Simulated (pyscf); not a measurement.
**Routes from disilane (H₃Si–SiH₃) + water (H₂O)**

Candidate steps break at most two bonds and form at most two. Each was searched with GFN2-xTB (tblite) first. Structures and frequencies: ωB97X-D3(BJ)/def2-SVP in PySCF. Energies: ωB97M-D3(BJ)/def2-TZVP, kJ/mol, from the separated reactants, singlet surface; ΔG‡ with ideal gas, 1 atm, RRHO with modes under 100 cm⁻¹ raised to 100, one conformer, R ln 2 for chiral ones without a mode under 150 cm⁻¹.

```tsv
products	type	ΔE‡	ΔE	ΔG‡ 298 K	ΔG‡ 900 K	ν‡ (cm⁻¹)
HO–SiH₂–SiH₃ + H₂	four-centre exchange	151.0	-58.4	183.9	266.0	1254i
HO–SiH₃ + SiH₄	four-centre exchange	159.0	-90.4	192.8	272.7	588i
```

Plain bond fissions and candidates not yet searched are not listed, and one of them may be faster. Each barrier is that of the saddle found; lower ones may exist.
